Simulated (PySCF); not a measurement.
## Basis-set dependence of SiP⁻ at PBE0

PySCF, UKS reference; singlet, unpaired electrons none; De to Si⁻ + P without counterpoise correction.

```csv
basis,relativity,functions,Re (Å),ωe (cm⁻¹),De (eV),μ (D)
aug-cc-pVDZ-DK,spin-free X2C,54,2.021,692,4.93,-0.41
aug-cc-pV(D+d)Z,no relativity,64,2.011,700,5.04,-0.40
def2-TZVPPD,no relativity,96,1.999,710,5.27,-0.34
```

**Question.** How does each smaller set differ from the one with most functions, def2-TZVPPD?

**Answer.** aug-cc-pVDZ-DK: +2.2 pm, -2.5 % in ωe, -0.34 eV in De; aug-cc-pV(D+d)Z: +1.2 pm, -1.4 % in ωe, -0.23 eV in De. All at PBE0; the set with most functions is neither the basis-set limit nor always the best. The rows treat relativity differently, so the differences are not basis effects alone.

A positive dipole points towards P; it is taken about the centre of mass and depends on that origin. For an ion De counts to the pair picked by the measured ionisation energies or electron affinities, which need not be the lowest pair at this level.
